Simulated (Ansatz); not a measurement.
Basis-set extrapolation for AlBFH₃, SMILES `F[BH][AlH2]` (PBE0-D4/def2-TZVP geometry, frozen core, the Gaussian-basis code of Ansatz). Multiplicity 1, RHF reference.

```csv
,def2-TZVPP,def2-QZVPP
HF,-367.855882,-367.868805
MP2 correlation,-0.424799,-0.461389
CCSD(T) correlation,-0.468294,not run
```

Energies in hartree. Use E(X) = E(∞) + A·exp(−7.88·√X) for Hartree–Fock and E(X) = E(∞) + B·X^(−2.97) for correlation, with X = 3 and 4, and add CCSD(T) minus MP2 of the smaller set to the MP2 limit.

Problem. What is the CCSD(T) energy at the basis-set limit?

Solution. HF limit: -367.868805 + (-0.012923) × 0.13774 = -367.87059. MP2 limit: -0.461389 + (-0.036590) × 0.74074 = -0.48849. Higher-order term: -0.468294 − (-0.424799) = -0.04350. Total: -368.40258 hartree, 2.13 eV below CCSD(T)/def2-TZVPP.
